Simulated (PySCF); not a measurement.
trimethylamine (C₃H₉N), SMILES CN(C)C. Atoms are numbered in the order given.

```xyz
13

C      1.2021    -0.6940    -0.0562
N      0.0000     0.0000     0.3511
C     -1.2021    -0.6940    -0.0562
C      0.0000     1.3881    -0.0562
H      1.3185    -0.7612    -1.1646
H      1.2008    -1.7217     0.3411
H      2.0914    -0.1791     0.3411
H     -1.3185    -0.7612    -1.1646
H     -2.0914    -0.1791     0.3411
H     -1.2008    -1.7217     0.3411
H      0.0000     1.5224    -1.1646
H     -0.8906     1.9008     0.3411
H      0.8906     1.9008     0.3411
```

Geometry optimised at B3LYP-D3(BJ)/def2-SVP.

Level of theory: SMD-M06-2X/6-31G* (PySCF).

Solvation free energies are E(SMD) − E(gas) at the gas-phase geometry, for 1 M in both phases. In vacuum the dipole moment is 0.55 D.

Computed solvation free energies in water, 1-octanol, benzene:
```json
[
 {"solvent": "water", "ΔG(solv) (kcal/mol)": "-2.3", "its non-electrostatic (CDS) part": "0.3", "dipole (D)": "0.74"},
 {"solvent": "1-octanol", "ΔG(solv) (kcal/mol)": "-3.0", "its non-electrostatic (CDS) part": "-0.8", "dipole (D)": "0.70"},
 {"solvent": "benzene", "ΔG(solv) (kcal/mol)": "-2.7", "its non-electrostatic (CDS) part": "-1.5", "dipole (D)": "0.61"}
]
```
